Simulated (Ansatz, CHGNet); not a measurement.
Lattice constant a (Å) along a series of related solids, from the machine-learned potential CHGNet-r²SCAN (trained on r²SCAN data); B3LYP (VWN-RPA form) in Ansatz (PAW).

```
solid   CHGNet-r²SCAN  B3LYP (VWN-RPA form)  measured
------  -------------  --------------------  --------
bcc V           2.979                 2.986     3.021
bcc Fe          2.868                 2.923     2.853
fcc Ni          3.480                 3.549     3.508
fcc Cu          3.578                 3.690    3.595¶
```

B3LYP (VWN-RPA form) less measured, from the printed values: bcc V -1.16 %, bcc Fe +2.45 %, fcc Ni +1.17 %, fcc Cu +2.64 %.

A member of the series is missing where a level wasn't run or failed, where a doubt is noted on the run or the magnetic state, for phases of high temperature or layered ones, and where values are held back for tests.

Ansatz's runs of these crystals have no spin polarisation, but for bcc Fe, fcc Ni. Meta-GGAs and exact exchange favour moments, which can bear on bcc V, bcc Fe, fcc Ni.

Density-functional runs with spin start from parallel moments for bcc Fe, parallel moments for fcc Ni.

Exact exchange on metals is sensitive to the k mesh.

Ansatz's density-functional and Hartree–Fock values are scalar-relativistic unless marked +SOC, with PAW data made under PBE.

Measured values are for low temperature or corrected to a static lattice. References as tabulated in Mejia-Rodriguez and Trickey (2018), arXiv:1807.09216; Csonka et al. (2009), arXiv:0903.4037.

¶ marks references of a special kind: fcc Cu, 3.595 Å (measured, low-temperature or extrapolated to 0 K; zero-point anharmonic expansion removed; as tabulated in Csonka et al. (2009), arXiv:0903.4037).

Machine-learned potentials (CHGNet-r²SCAN) are trained on DFT data: a solid inside that data is no test of them.

Ansatz is a quantum-chemistry and plane-wave program.
